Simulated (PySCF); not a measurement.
# PF (triplet): basis, grid and Hamiltonian

Aim: see how much the energy and properties of PF (triplet) depend on the numerical set-up.

Computed with PySCF 2.14.0. Level: method and basis as typed in the scripts.

3 further runs of the same task are left out: 3 that didn't finish.

### Step 1. Where the work starts

PF (triplet): 2 atoms, charge 0, spin multiplicity 3.

No contacts short enough for the rule that draws bonds.

### Step 2. The base run

File input.py:

```python
from pyscf import gto, scf, cc

mol = gto.M(
    atom='P 0 0 0; F 0 0 1.932',
    basis='3-21g',
    charge=0,
    spin=2,
    symmetry=True,
    verbose=3,
)
mf = scf.UHF(mol)
mf.kernel()
mycc = cc.CCSD(mf)
mycc.kernel()
mycc.ccsd_t()
mf.dip_moment()
print('orbital energies (hartree):', [e[max(0, n-3):n+3].round(4) for e, n in zip(mf.mo_energy, mol.nelec)])
```

On the command line:

```bash
$ OMP_NUM_THREADS=1 python input.py
```

The log of this run is left out.

It gives: E(SCF) = -437.866092 Eh, E(CCSD) − E(SCF) = -0.16966 Eh, (T) = -0.00397 Eh, ⟨S²⟩ = 2.080, μ = 2.52 D (of the SCF density).

The bond length is a typed value, not an optimised one. The triplet is typed in the script; nothing here shows that it is the ground state.

### Step 3. Def2-svpd

Run 1 changes basis set: 3-21g → def2-svpd.

File input.py:

```python
from pyscf import gto, scf, cc

mol = gto.M(
    atom='P 0 0 0; F 0 0 1.932',
    basis='def2-svpd',
    charge=0,
    spin=2,
    symmetry=True,
    verbose=3,
)
mf = scf.UHF(mol)
mf.kernel()
mycc = cc.CCSD(mf)
mycc.kernel()
mycc.ccsd_t()
mf.dip_moment()
print('orbital energies (hartree):', [e[max(0, n-3):n+3].round(4) for e, n in zip(mf.mo_energy, mol.nelec)])
```

On the command line:

```bash
$ OMP_NUM_THREADS=1 python input.py
```

### Step 4. Sbkjc (core potential on)

Run 2 changes basis set: 3-21g → sbkjc; core potential: off → on. The core potential changes with it: totals don't compare.

Changes to input.py since step 2:

```diff
@@ -4,3 +4,4 @@
     atom='P 0 0 0; F 0 0 1.932',
-    basis='3-21g',
+    basis='sbkjc',
+    ecp={'P': 'sbkjc', 'F': 'sbkjc'},
     charge=0,
```

### Step 5. 6-31g

Run 3 changes basis set: 3-21g → 6-31g.

Changes to input.py since step 2:

```diff
@@ -4,3 +4,3 @@
     atom='P 0 0 0; F 0 0 1.932',
-    basis='3-21g',
+    basis='6-31g',
     charge=0,
```

Before running it: what results should come out? Wanted: for each run, E(SCF); from base; gap, α spin; SCF dipole; after the SCF.

The runs gave:

```csv
run,E(SCF) (hartree),from base (eV),"gap, α spin (eV)",SCF dipole (D),functions,after the SCF
base,-437.866092,0,13.50,2.52,22,CCSD(T) correlation -4.725 eV
def2-svpd,-439.947170,-56.6290,12.56,3.39,47,CCSD(T) correlation -8.841 eV
sbkjc (core potential on),-30.147494,not comparable,n/a,3.81,16,CCSD(T) correlation -3.899 eV
6-31g,-440.075925,-60.1326,12.79,3.43,22,CCSD(T) correlation -4.738 eV
```

**Reading.** Of the runs whose energies can be compared, “6-31g” moves the SCF energy most (-60.133 eV). def2-svpd (47 functions) gives an energy 56.63 eV lower than 3-21g (22). 6-31g (22 functions) gives an energy 60.13 eV lower than 3-21g (22). The dearest run is “def2-svpd”, at 20 s against 1.3 s.
